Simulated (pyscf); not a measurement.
# Four-centre exchange: F–Si(SiH₃)(SiH₃)–SiH₃ + HCl -> F–Si(SiH₃)(SiH₃)–SiH₂–Cl + H₂

Gas phase, singlet surface, charge 0. Bonds broken: Si3–H6, Cl15–H16. Bonds formed: Si3–Cl15, H6–H16. PySCF, gas phase, ωB97X-D3(BJ)/def2-SVP geometries.

Transition state (Å):

```xyz
16

F     -0.9626    -1.6341     1.4962
Si    -0.5183    -0.1983     0.8081
Si    -0.1550    -0.6380    -1.4353
Si    -2.3027     1.2954     0.9174
Si     1.5252     0.4995     1.6827
H     -1.1848     0.3304    -2.5242
H      1.1657    -0.5800    -2.1004
H     -0.9310    -1.7385    -2.0953
H     -2.8851     1.4763    -0.4458
H     -3.3676     0.7178     1.7939
H     -1.8648     2.6017     1.4754
H      1.8455    -0.3533     2.8689
H      1.4436     1.9200     2.1139
H      2.5993     0.3103     0.6673
Cl     0.2762     1.9716    -0.8445
H     -0.8038     0.9573    -2.1224
```

One imaginary mode, 441i cm⁻¹; descent along it reached the two sides named.

```csv
bond,change,reactant side (Å),saddle,product side
Si3–H6,breaks,1.498,1.784,3.7
Cl15–H16,breaks,1.287,1.957,2.9
Si3–Cl15,forms,3.5,2.7,2.093
H6–H16,forms,2.375,0.836,0.761
```

Electronic energies relative to the separated reactants (kcal/mol):

```tsv
level	barrier	reaction energy	reverse barrier
ωB97X-D3(BJ)/def2-TZVP	24.2	-19.6	43.7
PBE/def2-TZVP	23.6	-15.4	39.1
r²SCAN/def2-TZVP	24.5	-17.6	42.0
B3LYP-D3(BJ)/def2-TZVP	25.4	-17.7	43.0
PBE0-D3(BJ)/def2-TZVP	23.3	-17.0	40.3
M06-2X/def2-TZVP	24.7	-19.7	44.3
ωB97M-D3(BJ)/def2-TZVP	25.7	-16.9	42.6
HF/def2-TZVP	46.8	-12.6	59.4
```

With ωB97M-D3(BJ)/def2-TZVP energies and thermal terms (ideal gas, 1 atm, RRHO with modes under 100 cm⁻¹ raised to 100, one conformer, R ln 2 for chiral ones without a mode under 150 cm⁻¹), in kcal/mol:

```
T (K)   ΔH‡   ΔG‡     ΔH     ΔG
-----  ----  ----  -----  -----
298    26.2  38.2  -17.8  -15.7
600    26.1  50.3  -17.2  -13.8
900    26.4  62.4  -16.7  -12.2
1200   26.7  74.3  -16.5  -10.7
```

At the saddle there is also a short Cl–Si, H–Si contact that neither side keeps. This is the saddle that the search found; another between the same sides may lie lower.
